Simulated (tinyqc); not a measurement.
Inside a calculation. Method: MP2 on RHF in the sto-3g basis, for H2O, spin multiplicity 1. One step of it, computed by the program tinyqc.

Question. Second-order Moller-Plesset energy. E2 = sum_ijab (ia|jb) [2 (ia|jb) - (ib|ja)] / (e_i + e_j - e_a - e_b) over occupied i, j and virtual a, b; the opposite-spin part is (ia|jb)^2 / denominator, the rest is same-spin, and SCS-MP2 scales them by 6/5 and 1/3.

orbital energies (hartree): MO1 -20.235844, MO2 -1.233595, MO3 -0.601090, MO4 -0.426754, MO5 -0.381501, MO6 0.536300, MO7 0.705021

Two-electron integrals over orbitals (pq|rs), unique and non-zero (hartree):
```
(11|11) 4.745245    (21|11) -0.421523   (21|21) 0.059313    (22|11) 1.008919
(22|21) -0.014052   (22|22) 0.721946    (31|31) 0.010465    (32|31) 0.017050
(32|32) 0.140375    (33|11) 0.778177    (33|21) -0.004458   (33|22) 0.629442
(33|33) 0.614806    (41|11) 0.169452    (41|21) -0.021361   (41|22) 0.014017
(41|33) 0.005789    (41|41) 0.026538    (42|11) -0.130773   (42|21) 0.008433
(42|22) -0.007183   (42|33) 0.006013    (42|41) 0.020062    (42|42) 0.128127
(43|31) -0.002673   (43|32) 0.024678    (43|43) 0.048343    (44|11) 0.990591
(44|21) -0.012715   (44|22) 0.677605    (44|33) 0.586270    (44|41) -0.010929
(44|42) -0.103748   (44|44) 0.766565    (51|51) 0.026019    (52|51) 0.032780
(52|52) 0.146803    (53|53) 0.027501    (54|51) -0.012340   (54|52) -0.044001
(54|54) 0.052727    (55|11) 1.115343    (55|21) -0.011878   (55|22) 0.749298
(55|33) 0.615238    (55|41) 0.004715    (55|42) -0.070318   (55|44) 0.722519
(55|55) 0.880159    (61|11) -0.229855   (61|21) 0.034400    (61|22) -0.002365
(61|33) -0.000060   (61|41) 0.000541    (61|42) 0.019942    (61|44) -0.017470
(61|55) -0.006112   (61|61) 0.028853    (62|11) 0.295255    (62|21) -0.006860
(62|22) 0.137376    (62|33) 0.068076    (62|41) 0.018199    (62|42) 0.025068
(62|44) 0.085010    (62|55) 0.153721    (62|61) 0.006551    (62|62) 0.097943
(63|31) 0.002586    (63|32) -0.045245   (63|43) -0.033108   (63|63) 0.078363
(64|11) 0.228845    (64|21) -0.002390   (64|22) 0.104774    (64|33) 0.042846
(64|41) 0.003251    (64|42) -0.028429   (64|44) 0.122489    (64|55) 0.123340
(64|61) 0.000270    (64|62) 0.063597    (64|64) 0.073038    (65|51) 0.015264
(65|52) 0.057985    (65|54) 0.000578    (65|65) 0.037121    (66|11) 0.776633
(66|21) -0.007047   (66|22) 0.596815    (66|33) 0.558861    (66|41) 0.019905
(66|42) 0.057148    (66|44) 0.541449    (66|55) 0.576812    (66|61) 0.007774
(66|62) 0.089370    (66|64) 0.045463    (66|66) 0.583955    (71|31) 0.014979
(71|32) 0.022957    (71|43) -0.003954   (71|63) 0.003200    (71|71) 0.021490
(72|31) 0.014278    (72|32) 0.047128    (72|43) -0.030493   (72|63) 0.032935
(72|71) 0.019381    (72|72) 0.064854    (73|11) 0.367862    (73|21) -0.007236
(73|22) 0.151737    (73|33) 0.090265    (73|41) -0.000479   (73|42) -0.072066
(73|44) 0.160299    (73|55) 0.196078    (73|61) -0.006254   (73|62) 0.075728
(73|64) 0.081798    (73|66) 0.039220    (73|73) 0.152490    (74|31) -0.008669
(74|32) -0.073023   (74|43) -0.001751   (74|63) 0.048954    (74|71) -0.012279
(74|72) -0.017702   (74|74) 0.066500    (75|53) 0.023932    (75|75) 0.025267
(76|31) 0.008902    (76|32) 0.097889    (76|43) 0.052785    (76|63) -0.071518
(76|71) 0.012259    (76|72) -0.005176   (76|74) -0.057631   (76|76) 0.118382
(77|11) 0.870643    (77|21) -0.009627   (77|22) 0.620627    (77|33) 0.599835
(77|41) 0.003737    (77|42) -0.018603   (77|44) 0.603799    (77|55) 0.624426
(77|61) -0.005133   (77|62) 0.067571    (77|64) 0.046019    (77|66) 0.556932
(77|73) 0.101422    (77|77) 0.615171
```

Hartree-Fock energy = -74.95766241 hartree

Give: Terms; Pair energies; MP2 correlation energy; SCS-MP2 correlation energy; MP2 total energy.

Answer.

Terms:
```
i  j  a  b   (ia|jb)   (ib|ja)  denominator       term
3  3  7  7     0.152     0.152       -2.612     -0.009
3  4  7  6     0.082     0.049       -2.269  -4.13e-03
4  3  6  7     0.082     0.049       -2.269  -4.13e-03
3  2  7  6     0.076     0.033       -3.076  -2.92e-03
2  3  6  7     0.076     0.033       -3.076  -2.92e-03
4  4  6  6     0.073     0.073       -1.926  -2.77e-03
2  2  6  6     0.098     0.098       -3.540  -2.71e-03
3  3  6  6     0.078     0.078       -2.275  -2.70e-03
4  4  7  7     0.066     0.066       -2.264  -1.95e-03
4  2  6  6     0.064     0.064       -2.733  -1.48e-03
2  4  6  6     0.064     0.064       -2.733  -1.48e-03
2  2  7  7     0.065     0.065       -3.877  -1.08e-03
5  5  6  6     0.037     0.037       -1.836  -7.51e-04
4  3  7  6     0.049     0.082       -2.269  -3.48e-04
3  4  6  7     0.049     0.082       -2.269  -3.48e-04
5  5  7  7     0.025     0.025       -2.173  -2.94e-04
2  3  7  6     0.033     0.076       -3.076   1.06e-04
3  2  6  7     0.033     0.076       -3.076   1.06e-04
2  4  7  7    -0.018    -0.018       -3.070  -1.02e-04
4  2  7  7    -0.018    -0.018       -3.070  -1.02e-04
1  1  6  6     0.029     0.029      -41.544  -2.00e-05
2  1  7  7     0.019     0.019      -22.879  -1.64e-05
1  2  7  7     0.019     0.019      -22.879  -1.64e-05
1  1  7  7     0.021     0.021      -41.882  -1.10e-05
4  1  7  7    -0.012    -0.012      -22.073  -6.83e-06
1  4  7  7    -0.012    -0.012      -22.073  -6.83e-06
3  1  7  6    -0.006  3.20e-03      -22.078  -4.45e-06
1  3  6  7    -0.006  3.20e-03      -22.078  -4.45e-06
1  2  6  6     0.007     0.007      -22.542  -1.90e-06
2  1  6  6     0.007     0.007      -22.542  -1.90e-06
3  1  6  7  3.20e-03    -0.006      -22.078  -1.83e-06
1  3  7  6  3.20e-03    -0.006      -22.078  -1.83e-06
1  4  6  6  2.70e-04  2.70e-04      -21.735  -3.36e-09
4  1  6  6  2.70e-04  2.70e-04      -21.735  -3.36e-09
```

Pair energies (hartree; pair i-j sums ij and ji):
```
pair  opposite spin  same spin
1-1       -3.11e-05      0.000
2-1       -3.66e-05      0.000
2-2       -3.79e-03      0.000
3-1       -4.47e-06  -8.10e-06
3-2       -4.43e-03  -1.19e-03
3-3          -0.012      0.000
4-1       -1.37e-05      0.000
4-2       -3.16e-03      0.000
4-3          -0.008  -9.51e-04
4-4       -4.72e-03      0.000
5-5       -1.04e-03      0.000
```

MP2 correlation energy = -0.03901 hartree

SCS-MP2 correlation energy = -0.04494 hartree

MP2 total energy = -74.99667 hartree
